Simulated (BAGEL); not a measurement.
# triplet C2H3Al: levels of theory compared

We compute a comparison of 5 runs (UHF/3-21G, ROHF/6-31G*, UHF/6-31G*, ROHF/def2-TZVP, UHF/def2-TZVP) of triplet C2H3Al. 

Program for the calculation: BAGEL 1.2.2.

16 further runs of the same task are left out: 16 set aside as unsound or not needed.

## 1. Starting point

C2H3Al has 6 atoms, charge 0, and is taken as a triplet. As SMILES of the parent species, `C#[C][AlH2]`. The coordinates come from a PBE0-D4/def2-TZVP relaxation. That shape belongs to the parent species and isn't relaxed for this state.

Bond lengths: C1–C2 1.211 Å, C2–Al3 1.906 Å, C1–H4 1.067 Å, Al3–H5 1.580 Å, Al3–H6 1.580 Å. Angles: C1–C2–Al3 179.9°, C2–C1–H4 180.0°, C2–Al3–H5 118.8°, C2–Al3–H6 118.8°, H5–Al3–H6 122.4°.

## 2. The energy at UHF/3-21G (density fitting with qzvpp-jkfit) (run 1)

input.json

```json
{ "bagel": [

{
  "title": "molecule",
  "basis": "3-21g",
  "df_basis": "qzvpp-jkfit",
  "angstrom": true,
  "geometry": [
    { "atom": "C", "xyz": [   -0.792800,   -1.637600,   -0.298100 ] },
    { "atom": "C", "xyz": [   -0.266100,   -0.564200,   -0.106200 ] },
    { "atom": "Al", "xyz": [    0.564800,    1.124200,    0.195000 ] },
    { "atom": "H", "xyz": [   -1.257000,   -2.583100,   -0.467400 ] },
    { "atom": "H", "xyz": [    1.356700,    1.804700,   -0.990500 ] },
    { "atom": "H", "xyz": [    0.436600,    1.792000,    1.621000 ] }
  ]
},
{
  "title": "uhf",
  "nopen": 2
},
{
  "title": "print",
  "file": "orbitals.molden",
  "orbitals": true
}

]}
```

Launch:

```
$ BAGEL_NUM_THREADS=1 BAGEL input.json > input.out
```

The log of the run:

```text
* using 1 threads per process

  ===============================================================
  ===============================================================

  *** Geometry ***

  { "atom" : "C", "xyz" : [     -1.498175,     -3.094616,     -0.563327 ] },
  { "atom" : "C", "xyz" : [     -0.502856,     -1.066183,     -0.200689 ] },
  { "atom" : "Al", "xyz" : [      1.067317,      2.124430,      0.368497 ] },
  { "atom" : "H", "xyz" : [     -2.375386,     -4.881352,     -0.883258 ] },
  { "atom" : "H", "xyz" : [      2.563791,      3.410389,     -1.871774 ] },
  { "atom" : "H", "xyz" : [      0.825054,      3.386389,      3.063246 ] },

  Number of auxiliary basis functions:      332

  Since a DF basis is specified, we compute 2- and 3-index integrals:
    o Being stored without compression. Storage requirement is 0.004 GB

  Number of basis functions:       37
  Number of electrons      :       28

    * METHOD: MOLECULE                             0.05

  *** Open-shell HF ***

  === Nuclear Repulsion ===
    69.4104621829

      * DIIS with orbital gradients will be used.

  === UHF iteration (3-21g) ===
      0       -317.27472848          0.04503597           0.02
      1       -317.35078518          0.02892590           0.02
      2       -317.37503417          0.01585329           0.02
[... 23 lines of this table left out ...]
     26       -317.41149849          0.00000001           0.02
    * SCF iteration converged.

    * S^2 (UHF) is 2.0408

    * Permanent dipole moment:
           (    0.899250,     1.829406,     0.326702) a.u.

    * METHOD: UHF                                  0.47

    * METHOD: PRINT                                0.00

  ===============================================================
```

Wall time 0.91 s (1 thread of Intel Xeon 6975P-C (Granite Rapids), shared host); peak memory 0.078 GiB.

## 3. A single-point energy at ROHF/6-31G(d) (density fitting with qzvpp-jkfit, spherical functions) (run 2)

job.json

```json
{ "bagel" : [

{
  "title" : "molecule",
  "basis" : "6-31gs.json",
  "df_basis" : "qzvpp-jkfit",
  "angstrom" : true,
  "geometry" : [
    { "atom" : "C", "xyz" : [   -0.792800,   -1.637600,   -0.298100 ] },
    { "atom" : "C", "xyz" : [   -0.266100,   -0.564200,   -0.106200 ] },
    { "atom" : "Al", "xyz" : [    0.564800,    1.124200,    0.195000 ] },
    { "atom" : "H", "xyz" : [   -1.257000,   -2.583100,   -0.467400 ] },
    { "atom" : "H", "xyz" : [    1.356700,    1.804700,   -0.990500 ] },
    { "atom" : "H", "xyz" : [    0.436600,    1.792000,    1.621000 ] }
  ]
},
{ "title" : "rohf", "nopen" : 2 },
{ "title" : "print", "file" : "orbitals.molden", "orbitals" : true }

]}
```

The basis set 6-31G* is read from a file made from the Basis Set Exchange's data (not shown).

Launch:

```
$ BAGEL_NUM_THREADS=1 BAGEL job.json > job.out
```

The log of the run:

```text
* using 1 threads per process

  ===============================================================
  ===============================================================

  *** Geometry ***

  { "atom" : "C", "xyz" : [     -1.498175,     -3.094616,     -0.563327 ] },
  { "atom" : "C", "xyz" : [     -0.502856,     -1.066183,     -0.200689 ] },
  { "atom" : "Al", "xyz" : [      1.067317,      2.124430,      0.368497 ] },
  { "atom" : "H", "xyz" : [     -2.375386,     -4.881352,     -0.883258 ] },
  { "atom" : "H", "xyz" : [      2.563791,      3.410389,     -1.871774 ] },
  { "atom" : "H", "xyz" : [      0.825054,      3.386389,      3.063246 ] },

  Number of auxiliary basis functions:      332

  Since a DF basis is specified, we compute 2- and 3-index integrals:
    o Being stored without compression. Storage requirement is 0.007 GB

  Number of basis functions:       52
  Number of electrons      :       28

    * METHOD: MOLECULE                             0.07

  *** Open-shell HF ***

  === Nuclear Repulsion ===
    69.4104621829

      * DIIS with orbital gradients will be used.

  === ROHF iteration (6-31gs.json) ===
      0       -318.95817401          0.04392606           0.03
      1       -319.03707265          0.03748762           0.03
      2       -319.07522151          0.02516489           0.03
[... 17 lines of this table left out ...]
     20       -319.15519499          0.00000001           0.02
    * SCF iteration converged.

    * S^2 (ROHF) is 2.0000

    * Permanent dipole moment:
           (    0.852604,     1.734403,     0.309732) a.u.

    * METHOD: ROHF                                 0.70

    * METHOD: PRINT                                0.00

  ===============================================================
```

Wall time 1.1 s (1 thread of Intel Xeon 6975P-C (Granite Rapids), shared host); peak memory 0.078 GiB.

## 4. A single-point energy at UHF/6-31G(d) (density fitting with qzvpp-jkfit, spherical functions) (run 3)

job.json, as its differences from that of step 3:

```diff
@@ -16,4 +16,11 @@
 },
-{ "title" : "rohf", "nopen" : 2 },
-{ "title" : "print", "file" : "orbitals.molden", "orbitals" : true }
+{
+  "title" : "uhf",
+  "nopen" : 2
+},
+{
+  "title" : "print",
+  "file" : "orbitals.molden",
+  "orbitals" : true
+}
```

The basis set 6-31G* is read from a file made from the Basis Set Exchange's data (not shown).

Launch:

```
$ BAGEL_NUM_THREADS=1 BAGEL job.json > job.out
```

The log of the run:

```text
* using 1 threads per process

  ===============================================================
  ===============================================================

  *** Geometry ***

  { "atom" : "C", "xyz" : [     -1.498175,     -3.094616,     -0.563327 ] },
  { "atom" : "C", "xyz" : [     -0.502856,     -1.066183,     -0.200689 ] },
  { "atom" : "Al", "xyz" : [      1.067317,      2.124430,      0.368497 ] },
  { "atom" : "H", "xyz" : [     -2.375386,     -4.881352,     -0.883258 ] },
  { "atom" : "H", "xyz" : [      2.563791,      3.410389,     -1.871774 ] },
  { "atom" : "H", "xyz" : [      0.825054,      3.386389,      3.063246 ] },

  Number of auxiliary basis functions:      332

  Since a DF basis is specified, we compute 2- and 3-index integrals:
    o Being stored without compression. Storage requirement is 0.007 GB

  Number of basis functions:       52
  Number of electrons      :       28

    * METHOD: MOLECULE                             0.09

  *** Open-shell HF ***

  === Nuclear Repulsion ===
    69.4104621829

      * DIIS with orbital gradients will be used.

  === UHF iteration (6-31gs.json) ===
      0       -318.95817401          0.04392606           0.02
      1       -319.04953270          0.03613027           0.03
      2       -319.09411143          0.02258193           0.02
[... 30 lines of this table left out ...]
     33       -319.16162073          0.00000001           0.02
    * SCF iteration converged.

    * S^2 (UHF) is 2.0392

    * Permanent dipole moment:
           (    0.871344,     1.772600,     0.316533) a.u.

    * METHOD: UHF                                  0.84

    * METHOD: PRINT                                0.00

  ===============================================================
```

Wall time 1.3 s (1 thread of Intel Xeon 6975P-C (Granite Rapids), shared host); peak memory 0.078 GiB.

Run 4 isn't shown in full; the table further down has it.

## 5. The energy at UHF/def2-TZVP (density fitting with qzvpp-jkfit) (run 5)

input.json

```json
{ "bagel" : [

{
  "title" : "molecule",
  "basis" : "def2-tzvp.json",
  "df_basis" : "qzvpp-jkfit",
  "angstrom" : "true",
  "geometry" : [
    { "atom" : "C", "xyz" : [   -0.792800,   -1.637600,   -0.298100 ] },
    { "atom" : "C", "xyz" : [   -0.266100,   -0.564200,   -0.106200 ] },
    { "atom" : "Al", "xyz" : [    0.564800,    1.124200,    0.195000 ] },
    { "atom" : "H", "xyz" : [   -1.257000,   -2.583100,   -0.467400 ] },
    { "atom" : "H", "xyz" : [    1.356700,    1.804700,   -0.990500 ] },
    { "atom" : "H", "xyz" : [    0.436600,    1.792000,    1.621000 ] }
  ]
},
{ "title" : "uhf", "charge" : 0, "nopen" : 2 },
{ "title" : "print", "file" : "orbitals.molden", "orbitals" : "true" }

]}
```

The basis set def2-TZVP is read from a file made from the Basis Set Exchange's data (not shown).

Launch:

```
$ BAGEL_NUM_THREADS=1 BAGEL input.json > input.out
```

The log of the run:

```text
* using 1 threads per process

  ===============================================================
  ===============================================================

  *** Geometry ***

  { "atom" : "C", "xyz" : [     -1.498175,     -3.094616,     -0.563327 ] },
  { "atom" : "C", "xyz" : [     -0.502856,     -1.066183,     -0.200689 ] },
  { "atom" : "Al", "xyz" : [      1.067317,      2.124430,      0.368497 ] },
  { "atom" : "H", "xyz" : [     -2.375386,     -4.881352,     -0.883258 ] },
  { "atom" : "H", "xyz" : [      2.563791,      3.410389,     -1.871774 ] },
  { "atom" : "H", "xyz" : [      0.825054,      3.386389,      3.063246 ] },

  Number of auxiliary basis functions:      332

  Since a DF basis is specified, we compute 2- and 3-index integrals:
    o Being stored without compression. Storage requirement is 0.036 GB

  Number of basis functions:      117
  Number of electrons      :       28

    * METHOD: MOLECULE                             0.11

  *** Open-shell HF ***

  === Nuclear Repulsion ===
    69.4104621829

      * DIIS with orbital gradients will be used.

  === UHF iteration (def2-tzvp.json) ===
      0       -318.85436358          0.04355996           0.07
      1       -318.88500386          0.04739497           0.08
      2       -318.89130476          0.04391365           0.08
[... 28 lines of this table left out ...]
     31       -319.21747357          0.00000001           0.08
    * SCF iteration converged.

    * S^2 (UHF) is 2.0362

    * Permanent dipole moment:
           (    0.739083,     1.503897,     0.268571) a.u.

    * METHOD: UHF                                  2.66

    * METHOD: PRINT                                0.01

  ===============================================================
```

Run time: 3.3 s. Hardware: 1 thread of Intel Xeon 6975P-C (Granite Rapids), shared host; peak memory 0.11 GiB.

## 6. All runs side by side

| run | level | energy (Eh) | dipole moment (D) | ⟨S²⟩ | wall time |
| --- | --- | --- | --- | --- | --- |
| 1 | UHF/3-21G (density fitting with qzvpp-jkfit) | -317.411498 | 5.25 | 2.041 | 0.91 s |
| 2 | ROHF/6-31G* (density fitting with qzvpp-jkfit, spherical functions) | -319.155195 | 4.97 | 2.000 | 1.1 s |
| 3 | UHF/6-31G* (density fitting with qzvpp-jkfit, spherical functions) | -319.161621 | 5.08 | 2.039 | 1.3 s |
| 4 | ROHF/def2-TZVP (density fitting with qzvpp-jkfit) | -319.210423 | 4.19 | 2.000 | 2.5 s |
| 5 | UHF/def2-TZVP (density fitting with qzvpp-jkfit) | -319.217474 | 4.31 | 2.036 | 3.3 s |

## 7. What came out

```
            quantity          value
 run 5: total energy  -319.21747 Eh
run 5: dipole moment         4.31 D
         run 5: ⟨S²⟩          2.036
```

In words: The dipole moment (its size) runs from 4.19 D (ROHF/def2-TZVP) to 5.25 D (UHF/3-21G). The two ends differ in method and basis. All runs together took 9.1 s, the longest 3.3 s.
